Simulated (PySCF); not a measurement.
**Which basis set comes closest?**

Molecule: Ethenylcyclopropane (C1C(C=C)C1, C5H8).

Geometry:
| atom | x (Å) | y (Å) | z (Å) |
| --- | --- | --- | --- |
| C1 | 1.847 | -0.408 | 0.528 |
| C2 | 1.193 | 0.363 | -0.343 |
| C3 | -0.254 | 0.686 | -0.319 |
| C4 | -1.234 | -0.067 | 0.526 |
| C5 | -1.251 | -0.251 | -0.960 |
| H6 | 1.346 | -0.861 | 1.389 |
| H7 | 2.915 | -0.612 | 0.413 |
| H8 | 1.752 | 0.805 | -1.177 |
| H9 | -0.470 | 1.750 | -0.470 |
| H10 | -2.045 | 0.499 | 0.992 |
| H11 | -0.863 | -0.895 | 1.136 |
| H12 | -0.863 | -1.193 | -1.358 |
| H13 | -2.072 | 0.183 | -1.537 |

Geometry PBE0-D3(BJ)/def2-SVP throughout; GIAO in PySCF 2.14.0 with density-fitted response routines, gas phase, one conformer, non-relativistic; equivalent atoms averaged; functional PBE0.

Reference values (measured; solution, not stated per compound (mostly CDCl3 or CCl4); Pretsch, Buehlmann, Badertscher, Structure Determination of Organic Compounds, 4th ed. (2009)): δ(C3) = 14.7 ppm, δ(C4/C5) = 6.6 ppm, δ(H8) = 5.32 ppm, δ(H7) = 4.84 ppm, δ(H6) = 5.04 ppm, δ(H9) = 1.35 ppm. Computed shifts are taken against TMS, calculated as an isolated molecule at each level.

**Question.** How do the basis sets STO-3G, 6-31G, 6-31G*, def2-SVP, pcSseg-1, 6-311+G(2d,p), def2-TZVP, pcSseg-2 perform against the reference? Times are CPU seconds on 1 thread of an x86-64 server CPU, shared host.

**Answer.** 
| basis set | functions | C3 | C4/C5 | H8 | H7 | H6 | H9 | mean abs. error C | mean abs. error H | core-s |
| --- | --- | --- | --- | --- | --- | --- | --- | --- | --- | --- |
| STO-3G | 33 | 19.9 | 15.4 | 5.65 | 5.25 | 4.96 | 1.12 | 7.0 | 0.26 | 3.4 |
| 6-31G | 61 | 15.7 | 8.2 | 6.60 | 5.36 | 5.39 | 1.39 | 1.3 | 0.55 | 5.5 |
| 6-31G* | 86 | 15.0 | 7.4 | 6.36 | 4.99 | 4.94 | 1.32 | 0.6 | 0.33 | 8.8 |
| def2-SVP | 110 | 14.4 | 6.4 | 6.26 | 4.96 | 4.95 | 1.08 | 0.2 | 0.35 | 8.5 |
| pcSseg-1 | 125 | 15.7 | 6.7 | 6.48 | 5.18 | 5.13 | 1.21 | 0.6 | 0.43 | 15 |
| 6-311+G(2d,p) | 183 | 16.0 | 6.4 | 6.65 | 5.12 | 5.11 | 1.31 | 0.8 | 0.43 | 23 |
| def2-TZVP | 203 | 16.2 | 6.3 | 6.65 | 5.14 | 5.11 | 1.32 | 0.9 | 0.43 | 28 |
| pcSseg-2 | 292 | 16.8 | 7.0 | 6.69 | 5.17 | 5.15 | 1.34 | 1.3 | 0.46 | 64 |

For ¹³C the closest is def2-SVP (0.2 ppm) and the furthest STO-3G (7.0 ppm).

For ¹H the closest is STO-3G (0.26 ppm) and the furthest 6-31G (0.55 ppm). Where a smaller basis beats a larger one, errors probably cancel; the largest sets show where the functional converges. One molecule is a small sample, and vibrational and solvent effects are absent from the calculation.

A small basis that lands close on one nucleus may do so by chance; judge by the trend and by all nuclei.
